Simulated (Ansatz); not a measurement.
Counterpoise correction, worked out

The pair of NH$_{3}$ (SMILES N, atoms 1–4) and CH$_{4}$S (SMILES CS, atoms 5–10), both closed shells, in one local arrangement (a lower one may exist), relaxed at PBE0-D4/def2-TZVP:

N1  (0.090, -0.103, -2.025)
H2  (1.003, 0.308, -2.181)
H3  (-0.197, -0.536, -2.893)
H4  (-0.548, 0.664, -1.844)
C5  (-0.073, -0.537, 1.361)
S6  (0.109, 1.238, 1.080)
H7  (0.718, -0.920, 2.003)
H8  (0.010, -0.983, 0.369)
H9  (-1.050, -0.773, 1.781)
H10  (-0.063, 1.643, 2.348)
(Å)

Computed with Ansatz 0.2.0 (basis: def2-TZVPPD); correlated methods freeze the cores.

MP2 total energies in eV:

| system | geometry | basis functions | energy |
| --- | --- | --- | --- |
| pair | pair | all | -13458.25317 |
| NH$_{3}$ | as in the pair | all (partner as ghosts) | -1536.32209 |
| CH$_{4}$S | as in the pair | all (partner as ghosts) | -11921.81395 |
| NH$_{3}$ | as in the pair | its own | -1536.31204 |
| CH$_{4}$S | as in the pair | its own | -11921.80552 |
| NH$_{3}$ | free (PBE0-D4 minimum) | its own | -1536.31235 |
| CH$_{4}$S | free (PBE0-D4 minimum) | its own | -11921.80863 |

(1) Work out the interaction energy with and without the counterpoise correction, the superposition error, and the binding energy from the relaxed fragments.

T1 diagnostic: at most 0.010.

## Answers

(1) Without correction: -13458.25317 − (-1536.31204) − (-11921.80552) = -0.13561 eV.
With correction (each fragment in the whole basis): -13458.25317 − (-1536.32209) − (-11921.81395) = -0.11713 eV = -2.70 kcal/mol.
The superposition error is the difference, 0.01848 eV, 14 % of the uncorrected value: each fragment borrows its partner's functions.
Deformation from the free shapes: 0.00031 eV for NH$_{3}$ and 0.00311 eV for CH$_{4}$S.
Binding energy from relaxed fragments: -0.11713 + 0.00031 + 0.00311 = -0.11371 eV = -2.62 kcal/mol (electronic, without zero-point energy; negative means bound). For comparison, the corrected interaction energy by CCSD(T) at an estimated basis limit (MP2 extrapolated from triple and quadruple zeta, plus CCSD(T) − MP2 in triple zeta) is -0.125 eV.

For scale, one of the runs: CCSD(T)/def2-TZVPPD, 244 basis functions, launched by `ansatz run in.yaml --threads 4 --pin off --events-out ev --progress --plain --max-ram 9574MiB`. Time: 87 s of wall clock on 4 CPU threads of an Arm Neoverse V1; the host was shared. Peak host memory: 4.8 GiB.
